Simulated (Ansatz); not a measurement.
**CH2+ (doublet): the correlation ladder at distance C1–H2 = 2.957 Å, aug-cc-pVDZ**

Aim: climb from Hartree-Fock through coupled cluster and multireference methods for CH2+ (doublet) at one geometry and basis, and see what each rung misses.

Computed with Ansatz 0.2.0, Gaussian basis. Level: aug-cc-pVDZ, core rule «outside noble gas», up to 1 orbitals frozen.

The runs, in order: UHF; CCSD(T) on ROHF; CCSD(T) on UHF; BCCD(T) on ROHF; CISD; CCSDT(Q) on ROHF; CCSDT(Q) on UHF; CASSCF and MRCISD+Q, 3 electrons in 3 orbitals; CASSCF and NEVPT2, 3 electrons in 3 orbitals; CASSCF and MRCISD+Q, 5 electrons in 6 orbitals; CASSCF and NEVPT2, 5 electrons in 6 orbitals; Full CI.

19 further runs of the same task are left out: 14 that didn't finish, 5 set aside as unsound or not needed.

## 1. What is computed

The geometry derives from a PBE0/def2-TZVP stationary point (not a proven minimum). One bond is set to the value named and the two fragments are kept rigid.

3 atoms, charge 1, spin multiplicity 2.

Atoms are counted from 1 here; the program's logs count them from 0.

Bond lengths: C1–H3 1.094 Å.

## 2. UHF

Contents of in.yaml:

```yaml
crystal:
  periodic: [false, false, false]
  atoms:
    - {symbol: C, position_ang: [0.000000, 0.000000, 0.621154]}
    - {symbol: H, position_ang: [0.000000, 0.000000, -2.335846]}
    - {symbol: H, position_ang: [0.000000, 0.000000, 1.714691]}
basis:
  gaussian: {orbitals: aug-cc-pVDZ}
total_charge: 1
magnetization: {spin_polarized: true, initial_magnetization: 1}
hamiltonian: {xc: hf}
output: {orbitals: {seedname: orbitals}}
```

The run is started by

```
> ansatz run in.yaml --threads 1 --pin off --events-out ev --progress --plain --max-ram 2393MiB
```

After this run come: CCSD(T) on ROHF; CCSD(T) on UHF; BCCD(T) on ROHF; CISD; CCSDT(Q) on ROHF; CCSDT(Q) on UHF; CASSCF and MRCISD+Q, 3 electrons in 3 orbitals; CASSCF and NEVPT2, 3 electrons in 3 orbitals; CASSCF and MRCISD+Q, 5 electrons in 6 orbitals; CASSCF and NEVPT2, 5 electrons in 6 orbitals; Full CI.

Q: Predict the results of all the runs planned. Wanted: FCI from the RHF energy; RMP2 from FCI; UMP2 from FCI; RCCSD from FCI; RCCSD(T) from FCI; UCCSD(T) from FCI; RCCSDT(Q) from FCI; UCCSDT(Q) from FCI; NEVPT2 pair from FCI.

As calculated:

| quantity | value |
| --- | --- |
| FCI from the ROHF energy | -2.7998 eV |
| RMP2 from FCI | +20.90 kcal/mol |
| UMP2 from FCI | +22.92 kcal/mol |
| RCCSD from FCI | +1.29 kcal/mol |
| RCCSD(T) from FCI | +0.34 kcal/mol |
| UCCSD(T) from FCI | +0.40 kcal/mol |
| RCCSDT(Q) from FCI | +0.02 kcal/mol |
| UCCSDT(Q) from FCI | +0.05 kcal/mol |
| NEVPT2 pair from FCI | +17.27 kcal/mol |
| MRCISD+Q pair from FCI | -0.32 kcal/mol |
| NEVPT2 valence from FCI | +7.43 kcal/mol |
| levels within 1 kcal/mol (43 meV) | RCCSD(T), UCCSD(T), BCCD(T), RCCSDT, UCCSDT, RCCSDT(Q), UCCSDT(Q), MRCISD+Q pair, MRCISD valence, MRCISD+Q valence |
| T1 diagnostic | 0.010 |
| effectively unpaired electrons | 1.09 |

**Reading.** RCCSD(T) misses by +0.34 kcal/mol, 0.5 % of the correlation energy. MRCISD+Q pair falls below full CI: the +Q correction isn't variational, and the cores differ from full CI's. One determinant dominates. Of the multireference levels listed MRCISD+Q pair comes nearest in total energy (-0.32 kcal/mol), which doesn't show that its space is the better one. These misses are within one basis, not against nature; the frozen cores of restricted and unrestricted runs differ, which can shift their rows.

Levels on UHF freeze UHF's core orbitals, full CI those of ROHF, so the U rows can settle a little off it for that reason alone.

With open shells the CI space here admits some triples and quadruples, so it is larger than plain CISD.
